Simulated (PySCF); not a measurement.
# Frontier levels across methods

Compound: HF.
Numbering: `[FH:1]` (hydrogens: H2 on F1)

Structure used (PBE0-D3(BJ)/def2-SVP), in Å, numbered top down from 1:
```
atom  x, y, z in Å
F1     0.483   -0.086    0.012
H2    -0.433   -0.002   -0.034
```

Basis pcSseg-2 throughout (PySCF), one geometry. Geometry: PBE0-D3(BJ)/def2-SVP; no solvent, vibrations or thermal averaging.

Task: How do the orbital energies, the gap and the dipole change with the method?

Result: 
| method | kind | HOMO (eV) | LUMO (eV) | gap (eV) | μ (D) | SCF cycles |
| --- | --- | --- | --- | --- | --- | --- |
| OPBE | GGA | -9.46 | -0.42 | 9.04 | 1.81 | 10 |
| BLYP | GGA | -9.51 | -0.67 | 8.84 | 1.84 | 10 |
| PBE | GGA | -9.52 | -0.47 | 9.05 | 1.83 | 10 |
| B97-D | GGA | -9.61 | -0.35 | 9.26 | 1.84 | 10 |
| BP86 | GGA | -9.65 | -0.37 | 9.28 | 1.83 | 10 |
| KT2 | GGA | -9.70 | -0.33 | 9.37 | 1.80 | 10 |
| LDA | LDA | -9.71 | -0.47 | 9.23 | 1.88 | 10 |
| KT3 | GGA | -9.74 | -0.72 | 9.03 | 1.79 | 10 |
| B97-2 | global hybrid | -11.41 | 0.37 | 11.78 | 1.87 | 10 |
| B3LYP | global hybrid | -11.46 | -0.11 | 11.35 | 1.88 | 10 |
| PBE0 | global hybrid | -11.77 | 0.36 | 12.13 | 1.88 | 10 |
| mPW1PW91 | global hybrid | -11.81 | 0.34 | 12.16 | 1.88 | 10 |
| CAM-B3LYP | range-separated hybrid | -13.42 | 0.95 | 14.37 | 1.90 | 10 |
| wB97X-D | range-separated hybrid | -13.75 | 2.22 | 15.97 | 1.88 | 10 |
| BHandHLYP | global hybrid | -14.02 | 0.80 | 14.82 | 1.93 | 10 |
| LC-wPBE | range-separated hybrid | -14.71 | 2.25 | 16.96 | 1.90 | 10 |
| HF | Hartree–Fock | -17.68 | 2.63 | 20.30 | 1.98 | 8 |

The HOMO spans 8.21 eV, from OPBE down to HF, and the gap runs from 8.84 eV (BLYP) to 20.30 eV (HF). Over the methods OPBE (0 %), BLYP (0 %), PBE (0 %), B97-D (0 %), BP86 (0 %), KT2 (0 %), LDA (0 %), KT3 (0 %), B97-2 (21 %), B3LYP (20 %), PBE0 (25 %), mPW1PW91 (25 %), BHandHLYP (50 %), HF (100 %), a straight line through the gap against the share of exact exchange rises by 1.12 eV for each 10 % (correlation coefficient 0.999). The dipole ranges from 1.79 D (KT3) to 1.98 D (HF). This basis has no diffuse functions.

Reference dipole: 1.83 D (measured, gas; NIST CCCBDB Release 22 (SRD 101), experimental dipoles); nearest here: BP86 (1.83 D) and PBE (1.83 D). 

The vertical ΔSCF ionisation energy at B3LYP/def2-SVPD is 16.44 eV; −ε(HOMO) comes closest to it with HF (17.68 eV).
